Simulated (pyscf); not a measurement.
Optimised with ωB97X-D3(BJ)/def2-SVP in PySCF. Correlated levels are frozen-core, on RHF or UHF. ΔMP2 is the change of the MP2 total energy from the triple- to the quadruple-zeta basis.

For the elementary gas-phase step H₃Si–AsH–SiH₃ -> H₂Si=AsH + SiH₄ (singlet surface; H–Si, As–Si broken, H–Si formed), what barrier and reaction energy does MP2/def2-QZVPP give, measured from the reactant's lowest minimum found?

ΔE‡ = 58.5 kcal/mol, ΔE = +39.2 kcal/mol. CCSD(T)/def2-TZVPP + ΔMP2(QZVPP) gives 58.8 kcal/mol and +36.9 kcal/mol. Zero-point energy shifts the barrier by -0.2 kcal/mol. It is an elimination, with an imaginary mode of 443i cm⁻¹. At the saddle there is also a short Si–Si contact that neither side keeps. One saddle was located; it need not be the lowest between these sides. The CCSD(T) − MP2 part came from Ansatz, without density fitting, on the same reference. The frozen core leaves the outer d or s,p core shells of the metals and heavy elements correlated in the MP2 and CC values, and def2-TZVPP describes them poorly, which can shift differences by a few kcal/mol. Elements up to Kr have no core potential and no relativistic terms here.
